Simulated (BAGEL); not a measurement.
# BHSCl (SMILES S[B]Cl): UHF/3-21G (density fitting with qzvpp-jkfit)

What is the vertical ionisation energy of BHSCl at UHF/3-21G (density fitting with qzvpp-jkfit)? 

Program for the calculation: BAGEL 1.2.2.

## (1) The molecule

BHSCl: 4 atoms, total charge 0, spin state doublet. SMILES: `S[B]Cl`. The shape is that of a PBE0-D4/def2-TZVP optimisation.

Bond lengths: S1–B2 1.766 Å, B2–Cl3 1.722 Å, S1–H4 1.344 Å. Angles: S1–B2–Cl3 124.8°, B2–S1–H4 96.3°.

## (2) The energy at UHF/3-21G (density fitting with qzvpp-jkfit)

Input file input.json:

```json
{ "bagel": [

{
  "title": "molecule",
  "basis": "3-21g",
  "df_basis": "qzvpp-jkfit",
  "angstrom": true,
  "geometry": [
    { "atom": "S", "xyz": [    0.566400,   -0.789100,    0.531400 ] },
    { "atom": "B", "xyz": [   -0.299600,    0.475700,   -0.345800 ] },
    { "atom": "Cl", "xyz": [   -2.014100,    0.616000,   -0.427300 ] },
    { "atom": "H", "xyz": [    1.802900,   -0.362900,    0.221400 ] }
  ]
},
{ "title": "uhf", "nopen": 1 },
{ "title": "print", "file": "orbitals.molden", "orbitals": true }

]}
```

Launch:

```
BAGEL_NUM_THREADS=1 BAGEL input.json > input.out
```

Log:

```text
* using 1 threads per process

  ===============================================================
  ===============================================================

  *** Geometry ***

  { "atom" : "S", "xyz" : [      1.070341,     -1.491183,      1.004200 ] },
  { "atom" : "B", "xyz" : [     -0.566162,      0.898943,     -0.653467 ] },
  { "atom" : "Cl", "xyz" : [     -3.806097,      1.164071,     -0.807480 ] },
  { "atom" : "H", "xyz" : [      3.406987,     -0.685782,      0.418385 ] },

  Number of auxiliary basis functions:      349

  Since a DF basis is specified, we compute 2- and 3-index integrals:
    o Being stored without compression. Storage requirement is 0.004 GB

  Number of basis functions:       37
  Number of electrons      :       39

    * METHOD: MOLECULE                             0.08

  *** Open-shell HF ***

  === Nuclear Repulsion ===
   106.3450801965

      * DIIS with orbital gradients will be used.

  === UHF iteration (3-21g) ===
      0       -877.90232718          0.02669937           0.03
      1       -877.95532304          0.01097887           0.03
      2       -877.96475265          0.00453895           0.03
      3       -877.96683090          0.00174604           0.03
      4       -877.96775977          0.00026553           0.03
      5       -877.96784145          0.00008678           0.03
      6       -877.96785902          0.00003558           0.03
      7       -877.96786425          0.00001700           0.03
      8       -877.96786579          0.00000531           0.03
      9       -877.96786594          0.00000199           0.03
     10       -877.96786596          0.00000077           0.03
     11       -877.96786597          0.00000030           0.03
     12       -877.96786597          0.00000018           0.03
     13       -877.96786597          0.00000010           0.03
     14       -877.96786597          0.00000004           0.03
     15       -877.96786597          0.00000002           0.03
     16       -877.96786597          0.00000001           0.03
     17       -877.96786597          0.00000001           0.03
    * SCF iteration converged.

    * S^2 (UHF) is 0.7563

    * Permanent dipole moment:
           (   -0.810167,    -0.124134,     0.094688) a.u.

    * METHOD: UHF                                  0.54

    * METHOD: PRINT                                0.00

  ===============================================================
```

Run time: 0.75 s. Hardware: 1 thread of Arm Neoverse V1, shared host.

## (3) The singlet cation, same level

Input file calc.json:

```json
{ "bagel" : [

{
  "title" : "molecule",
  "basis" : "3-21g",
  "df_basis" : "qzvpp-jkfit",
  "angstrom" : true,
  "geometry" : [
    { "atom" : "S", "xyz" : [    0.566400,   -0.789100,    0.531400 ] },
    { "atom" : "B", "xyz" : [   -0.299600,    0.475700,   -0.345800 ] },
    { "atom" : "Cl", "xyz" : [   -2.014100,    0.616000,   -0.427300 ] },
    { "atom" : "H", "xyz" : [    1.802900,   -0.362900,    0.221400 ] }
  ]
},
{ "title" : "hf", "charge" : 1 },
{ "title" : "print", "file" : "orbitals.molden", "orbitals" : true }

]}
```

Launch:

```
BAGEL_NUM_THREADS=1 BAGEL calc.json > calc.out
```

Log:

```text
* using 1 threads per process

  ===============================================================
  ===============================================================

  *** Geometry ***

  { "atom" : "S", "xyz" : [      1.070341,     -1.491183,      1.004200 ] },
  { "atom" : "B", "xyz" : [     -0.566162,      0.898943,     -0.653467 ] },
  { "atom" : "Cl", "xyz" : [     -3.806097,      1.164071,     -0.807480 ] },
  { "atom" : "H", "xyz" : [      3.406987,     -0.685782,      0.418385 ] },

  Number of auxiliary basis functions:      349

  Since a DF basis is specified, we compute 2- and 3-index integrals:
    o Being stored without compression. Storage requirement is 0.004 GB

  Number of basis functions:       37
  Number of electrons      :       39

    * METHOD: MOLECULE                             0.07

  *** RHF ***

  === Nuclear Repulsion ===
   106.3450801965

      * DIIS with orbital gradients will be used.

  === RHF iteration (3-21g) ===
      0       -877.53774210          0.02098361           0.01
      1       -877.61303953          0.01377336           0.01
      2       -877.64235276          0.00171183           0.01
      3       -877.64327277          0.00045771           0.01
      4       -877.64335405          0.00013998           0.01
      5       -877.64336455          0.00006046           0.01
      6       -877.64336643          0.00002445           0.01
      7       -877.64336680          0.00000766           0.01
      8       -877.64336684          0.00000253           0.01
      9       -877.64336684          0.00000102           0.01
     10       -877.64336684          0.00000039           0.01
     11       -877.64336684          0.00000011           0.01
     12       -877.64336684          0.00000005           0.01
     13       -877.64336684          0.00000002           0.01
     14       -877.64336684          0.00000001           0.01
     15       -877.64336684          0.00000000           0.01
    * SCF iteration converged.

    * Permanent dipole moment:
           (   -1.495615,    -0.585899,     0.424597) a.u.

    * METHOD: HF                                   0.27

    * METHOD: PRINT                                0.00

  ===============================================================
```

Run time: 0.46 s. Hardware: 1 thread of Arm Neoverse V1, shared host.

## (4) Summary of results

Level: UHF/3-21G (density fitting with qzvpp-jkfit).

| quantity | value |
| --- | --- |
| doublet BHSCl: total energy | -877.96787 Eh |
| doublet BHSCl: dipole moment | 2.10 D |
| doublet BHSCl: ⟨S²⟩ | 0.756 |
| singlet cation: total energy | -877.64337 Eh |
| singlet cation: HOMO energy | -18.01 eV |
| singlet cation: LUMO energy | -7.56 eV |
| singlet cation: HOMO–LUMO gap | 10.45 eV |
| vertical ionisation energy (to the singlet cation) | 8.830 eV |

Removing an electron at fixed nuclei costs 8.83 eV (852 kJ/mol).
